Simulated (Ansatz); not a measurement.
Ansatz (a quantum-chemistry and plane-wave program) input (PBE/6-31G*):

Ansatz 0.2 input:
```yaml
crystal:
  periodic: [false, false, false]
  atoms:
    - {symbol: C, position_ang: [-0.00121882, -0.00583875, 0.66227812]}
    - {symbol: C, position_ang: [0.00121882, 0.00583875, -0.66227812]}
    - {symbol: H, position_ang: [0.01665750, 0.91035156, 1.24013365]}
    - {symbol: H, position_ang: [-0.02119201, -0.93207417, 1.22382087]}
    - {symbol: H, position_ang: [0.02119201, 0.93207417, -1.22382087]}
    - {symbol: H, position_ang: [-0.01665750, -0.91035156, -1.24013365]}
basis:
  gaussian:
    orbitals: 6-31G*
hamiltonian:
  xc: {name: PBE}
relax: {f_tol: 0.003, max_steps: 120}
```

Question: What final total energy does it give?

Answer: -78.46609 Eh.
